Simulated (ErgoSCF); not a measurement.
# Two attempts at OH− (hydroxide)

Wanted: a single-point energy of OH− (hydroxide), KT3/pcseg-2.

Program for the calculation: ErgoSCF 3.8.

6 further runs of the same task are left out: 4 that didn't finish, 2 set aside as unsound or not needed.

## 1. The system as given

OH−: 2 atoms, total charge -1, spin state singlet. As SMILES, `[OH-]`. Geometry: relaxed at PBE0-D4/def2-TZVPD.

Bond lengths: O1–H2 0.964 Å.

## 2. Try one

File ergo.in:

```
set_nthreads(1)
molecule_inline Angstrom
O  0.411800 -0.131800 0.212500
H  -0.411800 0.131800 -0.212500
EOF
scf.convergence_threshold = 1e-06
scf.max_number_of_iterations = 5
basis = "pcseg-2"
scf.output_mulliken_pop = 1
charge = -1
tmpdir = "."
scf.use_diagonalization = 1
run "KT3"
```

The basis set pcseg-2 is read from a file made from the Basis Set Exchange's data (not shown).

The run is started by

```
$ ergo < ergo.in
```

Log:

```text
INMA ERGO version 3.8
INMA O (charge=8.0) 0.778189 -0.249066 0.401567
INMA H (charge=1.0) -0.778189 0.249066 -0.401567
INMA  convergence_threshold := 1e-06
INMA  max_number_of_iterations := 5
INMA  basis := pcseg-2
INMA Basis really set to pcseg-2
INMA  output_mulliken_pop := 1
INMA  charge := -1
INMA  use_diagonalization := 1
INMA running KT3
INDF      This is a DFT calculation of type: KT3
INDF Weighted mixed functional:
INDF                      OPTX:   -0.92545
INDF                       LYP:    0.86441
INDF                        KT:   -0.00400
INDF                    Slater:    1.09200
INMA Running KT3
INSC SCF_general constructor, number of basis functions: 44
INSC Min internuclear distance:      1.82084 a.u.  =      0.96355 Angstrom
INSC Max internuclear distance:      1.82084 a.u.  =      0.96355 Angstrom
INSC Euclidean norm of overlap matrix =          4.32233663521  (acc 1.49e-08)
INSC Euclidean norm of invCholFactor after truncation =         13.02277273361
INSC Beginning of SCF cycle 1
INDF Grid for charge 8: 34 radial points, 5768 total, r=14.826495
INDF Grid for charge 1: 29 radial points, 2902 total, r=12.621360
INDF Generating Turbo grid Radint = 5e-09 AngInt: [ 6 29 ]
INDF Grid pruned from 8670 to 8635 grid points.
INDF Electrons:  10.0000178   2e-06: xc energy -5.501565 (serial)
INSC nuclearEnergy, energy_2el, energy = 4.393567, 24.143894, -13.678524
INSC Energy   1 =        -13.67852441847
INSC maxabs FDS-SDF is     3.66
INDE E_HOMO =         -1.71848748752
INDE E_LUMO =          0.15534187323
INSC Beginning of SCF cycle 2
INDF Electrons:   9.9999996  -4e-08: xc energy -13.771837 (serial)
INSC nuclearEnergy, energy_2el, energy = 4.393567, 58.031895, -68.905716
INSC Energy   2 =        -68.90571560257
INSC maxabs FDS-SDF is     2.48
INSC using DIIS to get combined Fock matrix, number of iters used for DIIS:  2
INDE E_HOMO =          0.35561021842
INDE E_LUMO =          0.35561092978
INSC Beginning of SCF cycle 3
INDF Electrons:   9.9999967  -3e-07: xc energy -8.624877 (serial)
INSC nuclearEnergy, energy_2el, energy = 4.393567, 24.197608, -74.627769
INSC Energy   3 =        -74.62776854810  ( diff     -5.722052945529612 )
INSC maxabs FDS-SDF is     1.13
INSC using DIIS to get combined Fock matrix, number of iters used for DIIS:  3
INDE E_HOMO =         -0.27001842423
INDE E_LUMO =          0.14452899302
INSC Beginning of SCF cycle 4
INDF Electrons:   9.9999951  -5e-07: xc energy -10.771720 (serial)
INSC nuclearEnergy, energy_2el, energy = 4.393567, 39.741804, -76.508055
INSC Energy   4 =        -76.50805487120  ( diff     -1.880286323101984 )
INSC maxabs FDS-SDF is    0.481
INSC using DIIS to get combined Fock matrix, number of iters used for DIIS:  4
INDE E_HOMO =         -0.04038786625
INDE E_LUMO =          0.20064480262
INSC Beginning of SCF cycle 5
INDF Electrons:   9.9999954  -5e-07: xc energy -10.607075 (serial)
INSC nuclearEnergy, energy_2el, energy = 4.393567, 38.635888, -76.640545
INSC Energy   5 =        -76.64054516352  ( diff     -0.132490292318550 )
INSC maxabs FDS-SDF is    0.386
TISC Main SCF loop took      0.69 usr cpu s       0.02 sys cpu s       0.70 wall s
INSC SCF: dipole_moment_x [atomic units] =      -1.39196693
INSC SCF: dipole_moment_y [atomic units] =       0.44551323
INSC SCF: dipole_moment_z [atomic units] =      -0.71828839
INSC Sum of Mulliken charges (electrons):      10.0000000
INSC Mulliken charge of atom 0 =      -1.2451599
INSC Mulliken charge of atom 1 =       0.2451599
INSC Sum of Mulliken atomic charges:      -1.0000000
```

Standard output:

```text
Inline main molecule with 2 atoms.
```

It took 1.2 s on 1 thread of Arm Neoverse V1, shared host.

## 3. What went wrong

The iterations ended before the threshold was met.

The fault: the iteration cap is too low for convergence. To mend it: raise the iteration cap from 5.

## 4. Try two

File run.inp:

```
set_nthreads(1)
molecule_inline Angstrom
O      0.411800    -0.131800     0.212500
H     -0.411800     0.131800    -0.212500
EOF
basis = "pcseg-2"
scf.output_mulliken_pop = 1
tmpdir = "."
scf.use_diagonalization = 1
scf.max_number_of_iterations = 100
scf.convergence_threshold = 1e-06
charge = -1
run "KT3"
```

The basis set pcseg-2 is read from a file made from the Basis Set Exchange's data (not shown).

The run is started by

```
$ ergo run.inp
```

Log:

```text
[...]
INDF Weighted mixed functional:
[...]
INSC Energy   1 =        -13.67852441847
[...]
INDE E_LUMO =          0.23481479422
[...]
INSC Energy  13 =        -76.77887155581  ( diff     -0.000000000001819 )
[...]
RESC CONVERGED after  13 iterations.
RESC FINAL ENERGY:        -76.77887155581
[...]
INSC SCF: dipole_moment_x [atomic units] =      -1.08172661
INSC SCF: dipole_moment_y [atomic units] =       0.34621571
INSC SCF: dipole_moment_z [atomic units] =      -0.55819832
[...]
```

Wall time 2.4 s (1 thread of Arm Neoverse V1, shared host).

## 5. Outcome

Level: KT3/pcseg-2.

| quantity | value |
| --- | --- |
| total energy | -76.77887 Eh |
